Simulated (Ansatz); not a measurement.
A nudged elastic band was laid between two geometries of C4H9N (14 atoms, charge 0, multiplicity 1).

Theory: RKS PBE0/def2-mTZVP in Ansatz 0.2.0.

```
movable images  : 7
climbing image  : yes
spring          : 5.0 eV/Å²
optimiser       : quadratic models (default)
start path      : through a guess of the saddle point
force threshold : 0.05 eV/Å
iteration limit : 60
end points      : relaxed
```

First end point:

```xyz
14
Properties=species:S:1:pos:R:3
C -1.633 -0.602 1.027
C -0.166 -0.548 0.744
C 0.387 0.120 -0.277
C 1.859 0.135 -0.532
N -0.361 0.788 -1.247
H -1.826 -0.967 2.037
H -2.171 -1.265 0.338
H -2.109 0.385 0.956
H 0.495 -1.114 1.390
H 2.253 1.158 -0.514
H 2.393 -0.442 0.222
H 2.088 -0.283 -1.517
H -1.313 0.994 -0.977
H 0.091 1.611 -1.623
```

Last end point:

```xyz
14
Properties=species:S:1:pos:R:3
C -1.830 -0.127 0.784
C -0.383 -0.525 0.581
C 0.371 0.310 -0.419
C 1.819 -0.055 -0.600
N -0.231 1.246 -1.031
H -1.907 0.906 1.128
H -0.314 -1.573 0.262
H -2.306 -0.776 1.522
H 0.163 -0.487 1.533
H 2.369 0.082 0.337
H 1.923 -1.109 -0.873
H 2.296 0.552 -1.371
H -2.389 -0.194 -0.150
H 0.405 1.721 -1.675
```

Question: Which bonds break or form, and what moves?

Answer: Bonds broken: C1–H7, N5–H13. Bonds formed: C1–H13, C2–H7.

Question: Give the energies along the band, and the barrier.

Answer: It converged. The highest image is number 3 of 0 to 8, 76.7 kcal/mol above the first end and 79.6 kcal/mol above the last; the last end lies 2.9 kcal/mol below the first. The profile has 2 maxima (images 3, 7) with wells between them (image 5): this band takes more than one step, which may be the mechanism or a detour left from its start path. Neighbouring images differ by up to 2.9 eV, so the band resolves the path poorly. A vibrational analysis at the climbing image gives one clearly imaginary mode, 980i cm⁻¹: a first-order saddle point. The orbitals stay closed-shell, which can raise the energy where a bond breaks towards radicals; this wasn't checked here.

```tsv
image	path coordinate (Å)	energy (kcal/mol)	C1–H7 (Å)	N5–H13 (Å)	C1–H13 (Å)
0	0.00	0.0	1.10	1.01	2.58
1	0.89	0.4	1.10	1.01	2.69
2	1.77	10.5	1.10	1.01	2.61
3	2.66	76.7	1.63	1.03	2.34
4	3.99	13.1	2.07	1.93	1.14
5	5.32	-2.3	2.16	2.72	1.09
6	6.65	-1.6	2.17	2.44	1.09
7	7.98	-0.9	2.17	2.36	1.09
8	9.31	-2.9	2.16	2.74	1.09
```

Question: What is the geometry of the highest image?

Answer: 
```xyz
14
Properties=species:S:1:pos:R:3:forces:R:3
C -1.729 -0.251 1.124 0.00 -0.01 0.00
C -0.293 -0.529 0.767 0.01 0.01 -0.02
C 0.361 0.163 -0.262 0.01 -0.01 0.02
C 1.793 0.002 -0.606 0.00 0.00 0.00
N -0.426 0.984 -1.013 -0.04 0.00 0.00
H -2.103 -0.771 1.998 0.00 0.00 0.00
H -0.895 -1.417 0.355 -0.02 0.00 0.01
H -2.445 -0.175 0.310 0.01 0.00 -0.01
H 0.344 -0.937 1.547 0.00 0.00 0.00
H 2.319 0.966 -0.579 0.00 0.00 0.00
H 2.285 -0.670 0.098 0.00 0.00 0.00
H 1.941 -0.410 -1.613 0.00 0.00 0.00
H -1.209 1.375 -0.479 0.02 0.00 -0.01
H 0.043 1.642 -1.620 0.00 0.00 0.00
```

Run time: 17 min on 2 threads of Arm Neoverse V1, on a shared host, peak memory 0.29 GiB.
